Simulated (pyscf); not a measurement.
Hydrogen abstraction: HO–Sn(Cl)(Cl)–Cl + H atom (H•) → •O–Sn(Cl)(Cl)–Cl + hydrogen (H₂)

Gas phase, doublet surface, charge 0. Bonds broken: O1–H6. Bonds formed: H6–H7. Single points on ωB97X-D3(BJ)/def2-SVP structures (PySCF, gas phase).

Transition state (Å):

```xyz
7

O     -0.9153    -0.0839     1.2507
Sn    -0.0802    -0.0830    -0.5499
Cl     1.5564     1.5320    -0.4914
Cl    -1.6320     0.4214    -2.1752
Cl     0.8501    -2.1340    -1.0320
H     -1.8636    -1.1065     1.1543
H     -2.2589    -1.7194     0.7528
```

One imaginary mode, 837i cm⁻¹; descent along it reached the two sides named.

```
bond   change  reactant side (Å)  saddle  product side
-----  ------  -----------------  ------  ------------
O1–H6  breaks              0.967   1.398         2.317
H6–H7   forms                2.6   0.832         0.762
```

Electronic energies relative to the separated reactants (kcal/mol):

| level | barrier | reaction energy | reverse barrier |
|---|---|---|---|
| ωB97X-D3(BJ)/def2-TZVP | 17.1 | +15.5 | 1.6 |
| PBE/def2-TZVP | 13.0 | +17.3 | -4.3 |
| r²SCAN/def2-TZVP | 12.1 | +13.6 | -1.5 |
| B3LYP-D3(BJ)/def2-TZVP | 11.6 | +12.0 | -0.4 |
| PBE0-D3(BJ)/def2-TZVP | 16.2 | +17.0 | -0.7 |
| M06-2X/def2-TZVP | 20.6 | +17.3 | 3.3 |
| ωB97M-D3(BJ)/def2-TZVP | 18.0 | +16.0 | 2.0 |
| HF/def2-TZVP | 23.0 | +5.9 | 17.1 |

With ωB97M-D3(BJ)/def2-TZVP energies and thermal terms (ideal gas, 1 atm, RRHO with modes under 100 cm⁻¹ raised to 100, one conformer, R ln 2 for chiral ones without a mode under 150 cm⁻¹), in kcal/mol:

```csv
T (K),ΔH‡,ΔG‡,ΔH,ΔG
298,16.0,22.8,+15.4,+14.6
600,15.6,29.9,+15.1,+13.9
900,15.4,37.1,+14.6,+13.4
1200,15.2,44.4,+14.1,+13.1
```

At PBE, r²SCAN, B3LYP-D3(BJ), PBE0-D3(BJ) this geometry lies under the product side: in single points on another level's saddle the reverse barrier vanishes, and the forward threshold there is about the reaction energy. One saddle was located; it need not be the lowest between these sides. The angle at the transferred H is 153°. Elements past Kr carry the def2 core potentials, without spin-orbit coupling.
